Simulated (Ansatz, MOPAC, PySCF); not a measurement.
Species: cyanoethylene, C$_{3}$H$_{3}$N (charge 0, singlet). SMILES: C=CC#N
Geometry: optimised at B3LYP-D3(BJ)/def2-TZVP (Ansatz, a program for electronic structure).

Property: vertical ionisation energy to the doublet, in eV. Conventions: dispersion terms only where a functional's name holds one; each state is the SCF solution reached for its charge and spin; six Cartesian d functions in 6-31G* and its kin unless marked 5d; no spin-orbit coupling; non-relativistic; open shells spin-unrestricted; 6-311+G** with 5d. Ab initio and DFT rows: single points at B3LYP-D3(BJ) geometries (Ansatz). Semi-empirical rows: differences of heats of formation at the shared geometry for vertical values.

| level | program | vertical ionisation energy to the doublet (eV) |
|---|---|---|
| AM1 | MOPAC | 10.60 |
| PBE/6-31G* | Ansatz | 10.53 |
| PBE/6-311+G** | Ansatz | 10.75 |
| B3LYP/STO-3G | Ansatz | 9.69 |
| B3LYP/6-31G* | Ansatz | 10.57 |
| B3LYP/6-311+G** | Ansatz | 10.80 |
| M06-2X/6-31G* (5d) | PySCF | 10.79 |
| wB97X-V/def2-TZVPD | Ansatz | 10.83 |

No value to compare with is used here. The 7 habitual levels span 9.69 (B3LYP/STO-3G) to 10.80 eV (B3LYP/6-311+G**); wB97X-V/def2-TZVPD gives 10.83.

The levels are drawn from those run, B3LYP/6-31G* more often than the rest, none by its result; runs whose electronic state is in doubt are left out.
